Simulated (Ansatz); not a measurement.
# Silanol (SiH₄O): small, medium and large basis sets

An exercise on one series of results from a longer session: the logs are not shown, and one member is left open.

Computed with Ansatz 0.2.0, Gaussian basis. Level: one geometry, several basis sets.

Levels to be run: PBE0-D4/def2-SVP; ωB97M-V/def2-SVP; PBE0-D4/def2-QZVPP; ωB97M-V/def2-QZVPP; CCSD(T)/cc-pV(D+d)Z; CCSD(T)/cc-pV(T+d)Z; CCSD(T)/cc-pV(Q+d)Z; the functionals' def2-TZVPP values are taken from earlier runs.

1 further run of the same task is left out (it didn't finish).

**The geometry**

An earlier PBE0-D4 in a triple-zeta def2 set relaxation fixed the geometry.

SMILES `O[SiH3]`, 6 atoms, charge 0, spin multiplicity 1.

Atoms are counted from 1 here; the program's logs count them from 0.

Bond lengths: O1–Si2 1.648 Å, O1–H3 0.958 Å, Si2–H4 1.489 Å, Si2–H5 1.481 Å, Si2–H6 1.489 Å. Angles: Si2–O1–H3 117.9°, O1–Si2–H4 111.7°, O1–Si2–H5 105.9°, O1–Si2–H6 111.7°, H4–Si2–H5 109.9°, H4–Si2–H6 107.9°, H5–Si2–H6 109.9°.

Set-up of the first run:

Contents of in.yaml:

```yaml
crystal:
  periodic: [false, false, false]
  atoms:
    - {symbol: O, position_ang: [0.636713, -1.030299, 0.418986]}
    - {symbol: Si, position_ang: [-0.035725, 0.346543, -0.187021]}
    - {symbol: H, position_ang: [0.069058, -1.629237, 0.904721]}
    - {symbol: H, position_ang: [-1.128311, 0.045684, -1.152772]}
    - {symbol: H, position_ang: [1.060521, 1.064945, -0.875574]}
    - {symbol: H, position_ang: [-0.602256, 1.202354, 0.891669]}
basis:
  gaussian: {orbitals: def2-SVP}
hamiltonian: {xc: pbe0, dispersion: d4}
output: {orbitals: {seedname: orbitals}}
```

Steps of the session up to this table: PBE0-D4 in def2-SVP; ωB97M-V in def2-SVP; PBE0-D4 in def2-QZVPP; ωB97M-V in def2-QZVPP.

One of the session's tables, all rows but one given; the rest of the session is left out.

It belongs to the step «Functionals by basis». 

| functional | basis | HOMO (eV) | LUMO (eV) |
| --- | --- | --- | --- |
| PBE0-D4 | def2-SVP | -8.55 | 0.68 |
| PBE0-D4 | def2-TZVPP | -8.73 | 0.04 |
| PBE0-D4 | def2-QZVPP | ? | ? |
| ωB97M-V | def2-SVP | -10.85 | 2.54 |
| ωB97M-V | def2-TZVPP | -11.07 | 1.65 |
| ωB97M-V | def2-QZVPP | -11.10 | 1.20 |

Estimate the missing values for PBE0-D4, def2-QZVPP.

**Answer.** HOMO (eV): -8.77; LUMO (eV): -0.19. In the column «HOMO (eV)» it lies between ωB97M-V, def2-SVP (-10.85) and PBE0-D4, def2-TZVPP (-8.73).
